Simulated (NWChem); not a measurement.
System: nitrogen trifluoride (NF$_{3}$); SMILES N(F)(F)F

```xyz
4

F      0.8608     0.8608    -0.1216
N      0.0000     0.0000     0.4667
F     -1.1759     0.3151    -0.1216
F      0.3151    -1.1759    -0.1216
```
Atoms are numbered in this order, from 1.

All runs use the structure optimised with PBE0/def2-SVP.

Problem. Give the principal values of the shielding tensors (ppm) of F1, N2 from PBE0/pcSseg-2, GIAO (NWChem), with their diamagnetic and paramagnetic parts as GIAO splits them.

Solution. 
| atom | σ11 | σ22 | σ33 | isotropic | diamagnetic | paramagnetic |
|---|---|---|---|---|---|---|
| F1 | -153.0 | 45.0 | 306.4 | 66.1 | 471.8 | -405.7 |
| N2 | -171.2 | -171.2 | -75.6 | -139.3 | 300.1 | -439.5 |
